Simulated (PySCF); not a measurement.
# CH4O2: the cost of one run

Computed with PySCF 2.14.0, with density-fitted response routines of our own, on a single molecule in the gas phase. Atoms are numbered from 0 throughout.

**1. Starting geometry**

7 atoms, charge 0, multiplicity 1; geometry from: GFN2-xTB.

Bonds of the start (Å): O0–C1 1.39, C1–O2 1.39, O0–H3 0.97, C1–H4 1.10, C1–H5 1.10, O2–H6 0.97.

**2. Geometry optimisation at PBE0-D3(BJ)/def2-SVP**

The job: settings as JSON, then the geometry in Å.

```
{"job": {"xc": "PBE0", "basis": "def2-SVP", "d3": "d3bj", "grid": 1, "kind": "geom"}, "charge": 0, "multiplicity": 1}
O     -1.063350     0.434620     0.284000
C     -0.117630    -0.524690    -0.074200
O      1.162370     0.007150    -0.221640
H     -1.099300     1.114560    -0.400100
H     -0.355200    -0.991900    -1.039920
H     -0.155100    -1.284940     0.718560
H      1.439300     0.402430     0.614210
```

Q: Estimate the wall time of this first job on 4 threads of Intel Xeon at 2.50GHz (Skylake/Cascade Lake), shared host.

About 6.7 s.
